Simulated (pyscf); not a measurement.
H₃C–Cd–TeH (SMILES [CH3][Cd][TeH]) + CH₄ (SMILES C) → TeH₂ (SMILES [TeH2]) + H₃C–Cd–CH₃ (SMILES [CH3][Cd][CH3]) (four-centre exchange; singlet surface; Cd–Te, C–H broken, H–Te, C–Cd formed). Structures and frequencies: ωB97X-D3(BJ)/def2-SVP in PySCF. Energies in eV from the separated reactants.

```json
[
 {"level": "ωB97X-D3(BJ)/def2-TZVP", "barrier": "2.58", "reaction energy": "+1.91"},
 {"level": "PBE/def2-TZVP", "barrier": "2.28", "reaction energy": "+1.63"},
 {"level": "B3LYP-D3(BJ)/def2-TZVP", "barrier": "2.47", "reaction energy": "+1.70"},
 {"level": "PBE0-D3(BJ)/def2-TZVP", "barrier": "(withheld)", "reaction energy": "+1.73"},
 {"level": "M06-2X/def2-TZVP", "barrier": "(withheld)", "reaction energy": "(withheld)"},
 {"level": "HF/def2-TZVP", "barrier": "3.41", "reaction energy": "+1.93"}
]
```

Task: What belongs in the gaps?

Result: 
- PBE0-D3(BJ)/def2-TZVP, barrier: 2.35
- M06-2X/def2-TZVP, barrier: 2.49
- M06-2X/def2-TZVP, reaction energy: +1.80

The functionals in the table span 0.30 eV in this barrier, from PBE to ωB97X-D3(BJ). On the product side the descent ends in an adduct with a Cd–Te contact (not fully relaxed), 0.25 eV under the separated species and 0.93 eV under the saddle at ωB97X-D3(BJ)/def2-TZVP. What is counted as broken (Cd–Te) persists as a longer contact in the product adduct; parting that adduct is a step of its own. This is the saddle that the search found; another between the same sides may lie lower. Elements past Kr carry the def2 core potentials, without spin-orbit coupling.
